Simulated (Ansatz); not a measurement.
**Relaxing AlZn**

Theory: DFT PBE, scalar-relativistic, plane waves, PAW (Ansatz). Cutoff 420 eV, Γ-centred k mesh, Gaussian smearing, no spin polarisation in the final step.

The start is a random cell of AlZn with space group P4/mmm (No. 123), drawn with lower limits on the distances.

```xyz
4
Lattice="3.9186 0.0000 0.0000 0.0000 3.9186 0.0000 0.0000 0.0000 4.5578" Properties=species:S:1:pos:R:3 pbc="T T T"
Al    1.9593    0.0000    0.0000
Al    0.0000    1.9593    0.0000
Zn    0.0000    0.0000    1.1395
Zn    0.0000    0.0000    3.4184
```

Cell and atoms relax at zero pressure; the relaxation can't lower the symmetry of the start. After a coarse first stage the cell is made exact in the group found at 0.06 Å.

Energies over the elements count from the elements' standard structures at the same level, with no empirical corrections.

Q: Describe the relaxed structure.

A: It keeps P4/mmm (No. 123). Conventional cell: a = 3.814 Å, c = 6.333 Å. Around Al lie 4 Al at 2.70 Å and 4 Zn at 2.73 Å; Zn has 1 Zn at 2.42 Å and 4 Al at 2.73 Å.

```xyz
4
Lattice="3.8144 0.0000 0.0000 0.0000 3.8144 0.0000 0.0000 0.0000 6.3334" Properties=species:S:1:pos:R:3 pbc="T T T"
Al    1.9072    0.0000    0.0000
Al    0.0000    1.9072    0.0000
Zn    0.0000    0.0000    1.9579
Zn    0.0000    0.0000    4.3755
```

Q: What are its volume, energy, density and gap?

A: The volume per atom is 23.04 Å³. The density is 3.33 g/cm³, the energy over the elements is 0.35 eV/atom and the gap on the 12×12×8 mesh is 0 eV (a metal).

The final run used a 12×12×8 mesh on its 4-atom cell and 0.10 eV smearing. The k mesh leaves about 4 meV/atom of noise in metals. A structure relaxed within its symmetry needn't be a true minimum.

Cost: 2 runs of about 1.1 core-minutes in all, on Intel Xeon 6975P-C (Granite Rapids) (shared hosts).